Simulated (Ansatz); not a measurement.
The input, for Ansatz 0.2.0:

```yaml
crystal:
  periodic: [false, false, false]
  atoms:
    - {symbol: C, position_ang: [-1.164932, 0.000000, 0.000000]}
    - {symbol: H, position_ang: [-1.528138, 1.027301, 0.000000]}
    - {symbol: H, position_ang: [-1.528138, -0.513650, 0.889668]}
    - {symbol: H, position_ang: [-1.528138, -0.513650, -0.889669]}
    - {symbol: H, position_ang: [-0.075316, 0.000000, 0.000000]}
    - {symbol: O, position_ang: [1.168068, 0.000000, 0.000000]}
basis:
  gaussian: {orbitals: STO-3G}
magnetization: {spin_polarized: false, initial_magnetization: 2}
correlation: {method: mp2, electrons: all}
accuracy: high
```

```sh
$ ansatz run in.yaml --threads 1 --pin off --events-out ev --progress --plain --max-ram 2393MiB
```

Log:

```
224 factors; integrals over basis functions are off by at most 4.7e-8 eV
mean field evaluation 1: about -3085.6303 eV, gradient 1.2e1 eV
mean field evaluation 2: about -3085.7056 eV, gradient 1.2e1 eV
mean field evaluation 4: about -3087.5215 eV, gradient 2.7e0 eV
mean field evaluation 8: about -3087.6177 eV, gradient 5.7e-4 eV
mean field evaluation 16: about -3087.6177 eV, gradient 8.5e-4 eV
mean field evaluation 32: about -3087.6177 eV, gradient 1.0e-6 eV
mean field evaluation 64: about -3087.6177 eV, gradient 7.7e-9 eV
mean field evaluation 96: about -3087.6177 eV, gradient 3.6e-6 eV
mean field evaluation 128: about -3087.6177 eV, gradient 1.8e-8 eV
mean field -3087.61769183 eV, -113.4678573122 hartree, gradient 1.8e-8 eV, S^2 2.000000; 10 other end points of the search recorded, 0 dependent functions left out
mean field evaluation 160: about -3087.1825 eV, gradient 1.6e-4 eV
mean field evaluation 192: about -3087.7056 eV, gradient 6.4e-2 eV
reference -3087.61769183 eV, -113.4678573122 hartree; 10, 8 occupied and 4, 6 virtual orbitals, 224 factors
second order -1.61436382 eV of doubles, -0.04139925 eV of singles
Total energy: -3089.27345490 eV, -113.5287054827 hartree
```

Ran on 1 thread of Arm Neoverse V1, shared host: 0.45 s wall, 0.17 GiB peak host memory.
